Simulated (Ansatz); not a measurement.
A nudged elastic band was laid between two geometries of AlH6NS (9 atoms, charge 0, multiplicity 1).

All numbers below come from RKS PBE0-D4/def2-SVP (Ansatz 0.2.0).

```yaml
movable_images: 5
climbing_image: yes
spring: 5.0 eV/Å²
optimiser: quadratic models (default)
start_path: through a guess of the saddle point
force_threshold: 0.03 eV/Å
iteration_limit: 60
end_points: relaxed
```

Image 0:

```xyz
9
Properties=species:S:1:pos:R:3
Al -0.017 0.131 0.244
N -0.019 -0.044 2.074
H -0.813 -0.445 2.568
H 0.829 -0.293 2.578
H 1.408 0.072 -0.458
H -1.397 -0.195 -0.482
S -0.279 2.712 0.664
H -1.630 2.675 0.663
H -0.194 1.903 1.796
```

Image 6:

```xyz
9
Properties=species:S:1:pos:R:3
Al -0.103 0.558 0.118
N 0.001 0.153 2.151
H -0.766 -0.419 2.506
H 0.879 -0.280 2.442
H 1.348 0.087 -0.352
H -1.429 -0.235 -0.295
S -0.316 2.793 0.264
H -1.667 2.787 0.219
H -0.059 1.074 2.593
```

(1) Which bonds break or form, and what moves?

(2) Give the energies along the band, and the barrier.

The band took 13 iterations and about 2.9 core-minutes.

Results:

(1) Bonds broken: S7–H9. Bonds formed: N2–H9.

(2) The run converged. The highest image is number 0 of 0 to 6, 0.0 kJ/mol above the first end and 121.7 kJ/mol above the last; the last end lies 121.7 kJ/mol below the first. The highest image is an end point: on this band no image between the ends rises above it. A vibrational analysis next to that end finds imaginary modes (56i cm⁻¹), so it isn't a minimum. The orbitals stay closed-shell, which can raise the energy where a bond breaks towards radicals; this wasn't checked here.

| image | path coordinate (Å) | energy (kJ/mol) | S7–H9 (Å) | N2–H9 (Å) |
| --- | --- | --- | --- | --- |
| 0 | 0.00 | 0.0 | 1.39 | 1.97 |
| 1 | 0.03 | 0.0 | 1.40 | 1.95 |
| 2 | 0.39 | -6.3 | 1.56 | 1.53 |
| 3 | 0.75 | -67.4 | 1.91 | 1.16 |
| 4 | 1.12 | -111.2 | 2.33 | 1.04 |
| 5 | 1.48 | -120.0 | 2.69 | 1.03 |
| 6 | 1.84 | -121.7 | 2.91 | 1.02 |

Run time: 2.9 min on 1 thread of Arm Neoverse V2, on a shared host, peak memory 0.15 GiB.
